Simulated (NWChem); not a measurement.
System: oxygen (O2, triplet); SMILES O=O

Input file for NWChem:

```
start job
memory heap 200 mb stack 900 mb global 1100 mb
geometry units angstroms noautoz
  O      0.000000     0.000000     0.594102
  O      0.000000     0.000000    -0.594102
end
basis spherical
  O library sto-3g
end
dft
  odft
  mult 3
  xc xpbe96 cpbe96
  iterations 150
  mulliken
end
task dft gradient
```

NWChem printed, in part:

```
             Northwest Computational Chemistry Package (NWChem) 7.3.0
             --------------------------------------------------------

 ORDER OF PRIMARY AXIS IS BEING SET TO 4
 D4H symmetry detected

                             Geometry "geometry" -> ""
                             -------------------------

 Output coordinates in angstroms (scale by  1.889725989 to convert to a.u.)

  No.       Tag          Charge          X              Y              Z
 ---- ---------------- ---------- -------------- -------------- --------------
    1 O                    8.0000     0.00000000     0.00000000     0.59410200
    2 O                    8.0000     0.00000000     0.00000000    -0.59410200

 Effective nuclear repulsion energy (a.u.)      28.5029708164

      Symmetry information
      --------------------

 Group name             D4h
 Group number             28
 Group order              16
 No. of unique centers     1

  pbe96 is a nonlocal functional; adding pw91lda local functional.

                                 NWChem DFT Module
                                 -----------------

 Summary of "ao basis" -> "ao basis" (spherical)
 ------------------------------------------------------------------------------
       Tag                 Description            Shells   Functions and Types
 ---------------- ------------------------------  ------  ---------------------
 O                           sto-3g                  3        5   2s1p

      Symmetry analysis of basis
      --------------------------

        a1g         3
        a1u         0
        a2g         0
        a2u         3
        b1g         0
        b1u         0
        b2g         0
        b2u         0
        eg          2
        eu          2

            General Information
            -------------------
          SCF calculation type: DFT
          Wavefunction type:  spin polarized.
          No. of atoms     :     2
          No. of electrons :    16
           Alpha electrons :     9
            Beta electrons :     7
          Charge           :     0
          Spin multiplicity:     3
          Use of symmetry is: on ; symmetry adaption is: on
          Maximum number of iterations: 150
          AO basis - number of functions:    10
                     number of shells:     6
          Convergence on energy requested:  1.00D-06
          Convergence on density requested:  1.00D-05
          Convergence on gradient requested:  5.00D-04

              XC Information
              --------------
          PerdewBurkeErnzerhof Exchange Functional  1.000
            Perdew 1991 LDA Correlation Functional  1.000 local
           PerdewBurkeErnz. Correlation Functional  1.000 non-local

             Grid Information
             ----------------
          Grid used for XC integration:  medium
          Radial quadrature: Mura-Knowles
          Angular quadrature: Lebedev.
          Tag              B.-S. Rad. Rad. Pts. Rad. Cut. Ang. Pts.
          ---              ---------- --------- --------- ---------
          O                   0.60       49           5.0       434
          Grid pruning is: on
          Number of quadrature shells:    49
          Spatial weights used:  Erf1

      Superposition of Atomic Density Guess
      -------------------------------------

 Sum of atomic energies:        -147.55558445

      Non-variational initial energy
      ------------------------------

 Total energy =    -147.427786
 1-e energy   =    -262.623611
 2-e energy   =      86.692854
 HOMO         =       0.002094
 LUMO         =       0.002094

 !!!!!!!!!!!!!!!!!!!!!!!!!!!!!!!!!!!!!!!!!!!!!!!!!!!!!!!!!!!!!!!!!!!!!!
 Warning - the HOMO and LUMO are degenerate and you are using symmetry.
 This can lead to non-variational energies and poor convergence.
 Modify the initial guess, or use an open-shell wavefunction, or turn
 off symmetry.
 !!!!!!!!!!!!!!!!!!!!!!!!!!!!!!!!!!!!!!!!!!!!!!!!!!!!!!!!!!!!!!!!!!!!!!

   Symmetry analysis of molecular orbitals - initial alpha
   -------------------------------------------------------

  Numbering of irreducible representations:

     1 a1g         2 a1u         3 a2g         4 a2u         5 b1g
     6 b1u         7 b2g         8 b2u         9 eg         10 eu

  Orbital symmetries:

     1 a1g         2 a2u         3 a1g         4 a2u         5 a1g
     6 eu          7 eu          8 eg          9 eg         10 a2u

   Symmetry analysis of molecular orbitals - initial beta
   ------------------------------------------------------

  Numbering of irreducible representations:

     1 a1g         2 a1u         3 a2g         4 a2u         5 b1g
     6 b1u         7 b2g         8 b2u         9 eg         10 eu

  Orbital symmetries:

     1 a1g         2 a2u         3 a1g         4 a2u         5 a1g
     6 eu          7 eu          8 eg          9 eg         10 a2u

     ---------------------------------------------
      Total Density - Mulliken Population Analysis
     ---------------------------------------------

    Atom       Charge   Shell Charges
 -----------   ------   -------------------------------------------------------
    1 O    8     8.00   2.00  1.85  4.15
    2 O    8     8.00   2.00  1.85  4.15

     --------------------------------------------
      Spin Density - Mulliken Population Analysis
     --------------------------------------------

    Atom       Charge   Shell Charges
 -----------   ------   -------------------------------------------------------
    1 O    8     1.00   0.00  0.00  1.00
    2 O    8     1.00   0.00  0.00  1.00

   convergence    iter        energy       DeltaE   RMS-Dens  Diis-err
 ---------------- ----- ----------------- --------- --------- ---------
 d= 0,ls=0.0,diis     1   -148.1200064771 -1.77D+02  2.38D-02  2.57D-02
                                                     1.84D-02  1.79D-02
 d= 0,ls=0.0,diis     2   -148.1295137839 -9.51D-03  4.16D-03  6.23D-04
                                                     4.26D-03  6.40D-04
 d= 0,ls=0.0,diis     3   -148.1299886727 -4.75D-04  2.89D-04  3.21D-06
                                                     2.16D-04  1.95D-06
 d= 0,ls=0.0,diis     4   -148.1299906510 -1.98D-06  2.59D-06  1.31D-10
                                                     3.46D-06  2.75D-10
 d= 0,ls=0.0,diis     5   -148.1299906512 -2.16D-10  1.51D-08  9.95D-15
                                                     1.49D-08  9.34D-15

         Total DFT energy =     -148.129990651237
      One electron energy =     -261.127025185731
           Coulomb energy =      101.504068626160
    Exchange-Corr. energy =      -17.010004908109
 Nuclear repulsion energy =       28.502970816443

 Numeric. integr. density =       15.999999834733

                  Occupations of the irreducible representations
                  ----------------------------------------------

                     irrep           alpha         beta
                     --------     --------     --------
                     a1g               3.0          3.0
                     a1u               0.0          0.0
                     a2g               0.0          0.0
                     a2u               2.0          2.0
                     b1g               0.0          0.0
                     b1u               0.0          0.0
                     b2g               0.0          0.0
                     b2u               0.0          0.0
                     eg                2.0          0.0
                     eu                2.0          2.0

                    DFT Final Alpha Molecular Orbital Analysis
                    ------------------------------------------

 Vector    7  Occ=1.000000D+00  E=-3.403075D-01  Symmetry=a1g
              MO Center=  1.3D-15,  9.1D-16, -1.7D-16, r^2= 1.1D+00
   Bfn.  Coefficient  Atom+Function         Bfn.  Coefficient  Atom+Function
  ----- ------------  ---------------      ----- ------------  ---------------
     5      0.602079  1 O  pz                10     -0.602079  2 O  pz
     2      0.370371  1 O  s                  7      0.370371  2 O  s
     1     -0.077680  1 O  s                  6     -0.077680  2 O  s

 Vector    8  Occ=1.000000D+00  E=-8.115346D-02  Symmetry=eg
              MO Center= -7.0D-40, -1.8D-39, -1.2D-17, r^2= 7.9D-01
   Bfn.  Coefficient  Atom+Function         Bfn.  Coefficient  Atom+Function
  ----- ------------  ---------------      ----- ------------  ---------------
     4      0.720606  1 O  py                 9     -0.720606  2 O  py
     3      0.275557  1 O  px                 8     -0.275557  2 O  px

 Vector    9  Occ=1.000000D+00  E=-8.115346D-02  Symmetry=eg
              MO Center= -1.8D-39,  6.9D-40, -3.6D-18, r^2= 7.9D-01
   Bfn.  Coefficient  Atom+Function         Bfn.  Coefficient  Atom+Function
  ----- ------------  ---------------      ----- ------------  ---------------
     3      0.720606  1 O  px                 8     -0.720606  2 O  px
     4     -0.275557  1 O  py                 9      0.275557  2 O  py

 Vector   10  Occ=0.000000D+00  E= 3.721602D-01  Symmetry=a2u
              MO Center=  9.6D-41,  8.4D-41, -1.8D-16, r^2= 6.0D-01
   Bfn.  Coefficient  Atom+Function         Bfn.  Coefficient  Atom+Function
  ----- ------------  ---------------      ----- ------------  ---------------
     5      0.962957  1 O  pz                10      0.962957  2 O  pz
     2     -0.584669  1 O  s                  7      0.584669  2 O  s
     1      0.092142  1 O  s                  6     -0.092142  2 O  s

[...]

                         DFT ENERGY GRADIENTS

    atom               coordinates                        gradient
                 x          y          z           x          y          z
   1 O       0.000000   0.000000   1.122690    0.000000   0.000000  -0.233468
   2 O       0.000000   0.000000  -1.122690    0.000000   0.000000   0.233468
```

Level: PBE/STO-3G, spin-unrestricted. Geometry: optimised at PBE0/def2-SVP, spin-unrestricted. No stability test was run on the SCF state.
